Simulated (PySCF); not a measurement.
# Chlorine: a sound run and one with changed settings

Sound run: Cl [Ne] 3s2 3p5, Cl⁺ [Ne] 3s2 3p4. All numbers are calculated (PySCF 2.14, scalar relativity by spin-free X2C-1e, in cc-pVTZ-DK (5s4p2d1f, 34 functions)). In the sound run the correlated levels freeze [Ne]. The sound run starts from symmetry-adapted Hartree-Fock orbitals and uses a fine grid where one is needed.

Changed run: all electrons correlated in a basis built for the valence shell.

```json
{"species": "Cl", "method": "MP2", "sound run (hartree)": "-461.05230", "changed run (hartree)": "-461.08466", "converged": "yes"}
{"species": "Cl", "method": "CCSD(T)", "sound run (hartree)": "-461.08065", "changed run (hartree)": "-461.11195", "converged": "yes"}
{"species": "Cl⁺", "method": "MP2", "sound run (hartree)": "-460.58581", "changed run (hartree)": "-460.61807", "converged": "yes"}
{"species": "Cl⁺", "method": "CCSD(T)", "sound run (hartree)": "-460.61416", "changed run (hartree)": "-460.64553", "converged": "yes"}
```

Ionisation energy of Cl:

```tsv
method	sound run (eV)	changed run (eV)
UHF	11.756	11.756
MP2	12.694	12.697
SCS-MP2	12.692	12.693
CCSD	12.658	12.655
CCSD(T)	12.694	12.692
```

A valence basis has no tight correlating functions, so it recovers only part of the core correlation, and not evenly between atom and ion.

For comparison, NIST gives 12.968 eV between the lowest levels.
